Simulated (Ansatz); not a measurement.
# AlH5SSi: the cost of one run

Computed with Ansatz 0.2.0, Gaussian basis. Level: the settings change from run to run.

1 further run of the same task is left out (it didn't finish).

### 1 The molecule

The geometry comes from an earlier relaxation with PBE0-D4 in a triple-zeta def2 set; it is a stationary point, not always the lowest conformer.

SMILES `[AlH2][SiH2]S`, 8 atoms, charge 0, spin multiplicity 1.

Atoms are counted from 1 here; the program's logs count them from 0.

Bond lengths: Al1–Si2 2.458 Å, Al1–H4 1.586 Å, Al1–H5 1.588 Å, Si2–S3 2.149 Å, Si2–H6 1.493 Å, Si2–H7 1.493 Å, S3–H8 1.344 Å. Angles: Si2–Al1–H4 120.7°, Si2–Al1–H5 119.4°, H4–Al1–H5 120.0°, Al1–Si2–S3 107.2°, Al1–Si2–H6 111.7°, Al1–Si2–H7 111.7°, S3–Si2–H6 110.2°, S3–Si2–H7 110.1°, H6–Si2–H7 106.0°, Si2–S3–H8 96.4°.

As a file:

```csv
atom,x (Å),y (Å),z (Å)
Al1,-1.2118,0.9167,-0.9962
Si2,0.6435,0.0238,0.3455
S3,0.2050,-2.0426,0.7405
H4,-2.4324,-0.0099,-1.4064
H5,-1.1811,2.4373,-1.4532
H6,0.8053,0.7697,1.6283
H7,1.9485,0.1450,-0.3689
H8,1.3152,-2.2971,1.4546
```

### 2 wB97X/def2-TZVPP

in.yaml reads:

```yaml
crystal:
  periodic: [false, false, false]
  atoms:
    - {symbol: Al, position_ang: [-1.211763, 0.916696, -0.996163]}
    - {symbol: Si, position_ang: [0.643546, 0.023785, 0.345493]}
    - {symbol: S, position_ang: [0.204985, -2.042578, 0.740512]}
    - {symbol: H, position_ang: [-2.432425, -0.009854, -1.406386]}
    - {symbol: H, position_ang: [-1.181107, 2.437318, -1.453171]}
    - {symbol: H, position_ang: [0.805256, 0.769651, 1.628322]}
    - {symbol: H, position_ang: [1.948537, 0.144992, -0.368918]}
    - {symbol: H, position_ang: [1.315171, -2.297109, 1.454613]}
basis:
  gaussian: {orbitals: def2-TZVPP}
hamiltonian: {xc: {name: wB97X}}
output: {forces: true}
```

Run with:

```sh
$ ansatz run in.yaml --threads 2 --pin off --events-out ev --progress --plain --max-ram 4352MiB
```

**Question.** How long does this run take on 2 threads of Arm Neoverse V1, shared host, and how much memory does it need?

About 11 s, with a peak of 0.54 GiB.
